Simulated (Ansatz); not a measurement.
# C₂HNa: vertical ionisation energy

One table from this session's results is given with a row withheld; the runs are named, their logs left out.

The runs use Ansatz 0.2.0, Gaussian basis; unrestricted cation, the program's frozen cores in correlated methods.

The runs, in order: UKS PBE-D4/def2-TZVPP; UKS r2SCAN-D4/def2-TZVPP; UKS PBE0-D4/def2-TZVPP; UKS B3LYP-D4/def2-TZVPP; UKS wB97X-V/def2-TZVPP; UKS wB97M-V/def2-TZVPP; UKS B2PLYP/def2-TZVPP; UHF-CCSD(T)/def2-TZVPP; UHF-MP2/def2-QZVPP; extrapolation to the limit; then −ε(HOMO) from the neutral's earlier runs with LDA (SPW92), PBE-D4, revPBE-D4, BLYP-D4, r2SCAN-D4, B97M-V, PBE0-D4, B3LYP-D4, r2SCANh-D4, r2SCAN0-D4, HSE06-D4, BHLYP-D4, CAM-B3LYP-D4, LC-ωPBE, ωB97X-V, ωB97M-V.

## Structure used throughout

The geometry comes from an earlier relaxation with PBE0-D4 in a triple-zeta def2 set; it is a stationary point.

SMILES `C#[C][Na]`, 4 atoms, charge 0, spin multiplicity 1.

Atoms are counted from 1 here; the program's logs count them from 0.

Bond lengths: C1–C2 1.222 Å, C1–H4 1.067 Å, C2–Na3 2.213 Å. Angles: C2–C1–H4 180.0°, C1–C2–Na3 180.0°.

Set-up of the first run:

in.yaml

```yaml
crystal:
  periodic: [false, false, false]
  atoms:
    - {symbol: C, position_ang: [-0.068551, 0.869525, -0.131389]}
    - {symbol: C, position_ang: [0.043936, -0.335154, 0.040355]}
    - {symbol: Na, position_ang: [0.247430, -2.516572, 0.351648]}
    - {symbol: H, position_ang: [-0.167315, 1.921801, -0.281012]}
basis:
  gaussian: {orbitals: def2-TZVPP}
total_charge: 1
magnetization: {spin_polarized: true, initial_magnetization: 1}
hamiltonian: {xc: pbe, dispersion: d4}
```

Among the steps run: Cation, UKS PBE-D4/def2-TZVPP; Cation, UKS r2SCAN-D4/def2-TZVPP; Cation, UKS PBE0-D4/def2-TZVPP; Cation, UKS B3LYP-D4/def2-TZVPP; Cation, UKS wB97X-V/def2-TZVPP; Cation, UKS wB97M-V/def2-TZVPP; Cation, UKS B2PLYP (frozen core)/def2-TZVPP; Cation, UHF-CCSD(T)/def2-TZVPP; Cation, UHF-MP2/def2-QZVPP.

One table of the session follows, with a row left open; its other results are not shown here.

For comparison, −ε(HOMO) of the neutral from earlier runs:

| functional | −ε(HOMO) (eV) |
| --- | --- |
| LDA (SPW92) | 5.01 |
| PBE-D4 | 4.80 |
| revPBE-D4 | 4.72 |
| BLYP-D4 | 4.66 |
| r2SCAN-D4 | 4.90 |
| B97M-V | 4.83 |
| PBE0-D4 | 5.88 |
| B3LYP-D4 | 5.67 |
| r2SCANh-D4 | 5.33 |
| r2SCAN0-D4 | 5.97 |
| HSE06-D4 | 5.47 |
| BHLYP-D4 | 6.84 |
| CAM-B3LYP-D4 | 7.25 |
| LC-ωPBE | ? |
| ωB97X-V | 8.23 |
| ωB97M-V | 8.16 |

Estimate the missing values for LC-ωPBE.

**Answer.** −ε(HOMO) (eV): 8.63. In the column «−ε(HOMO) (eV)» it is the highest.

Caveats from the session: The cation may have settled in a state other than its lowest; no search over hole states beyond the program's own was made.
